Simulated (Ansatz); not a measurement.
For 1T (CdI2-type) TiSe2 (undistorted form, which takes a superstructure on cooling), LDA (Ansatz, a first-principles code, plane waves, PAW) gives:

- equilibrium lattice constant a = 3.438 Å
- lattice parameter c = 5.808 Å
- formation enthalpy = -1.162 eV/atom

**Question.** What does HSE06 in Ansatz (PAW) give for the same quantities?

**Answer.** 
- lattice constant a: 3.547 Å (increases by 3.2 %)
- lattice parameter c: 6.676 Å (grows by 15 %)
- formation enthalpy: -1.292 eV/atom (moves by -0.130 eV/atom)

For comparison: lattice constant a 3.536 Å (measured, temperature not stated, not corrected to a static lattice; as tabulated in Björkman (2014), arXiv:1406.2436); lattice parameter c 5.996 Å (measured, temperature not stated, zero-point anharmonic expansion removed (computed with revB86b-DF2); no thermal correction; as tabulated in Björkman (2014), arXiv:1406.2436).

Changes are worked out from the printed values.

Unless a cell is named, each level is at its own relaxed cell (LDA 19.81, HSE06 24.24 Å³/atom).

Caveats: LDA has no dispersion term either, though it tends to give short spacings of layers, chains or molecules (LDA); exact exchange on metals is sensitive to the k mesh and can open a false gap (HSE06); the cell comes from a level without a dispersion term, which matters for the spacing of layers, chains or molecules (HSE06). Ansatz's density-functional and Hartree–Fock values are scalar-relativistic unless marked +SOC, with PAW data made under PBE.
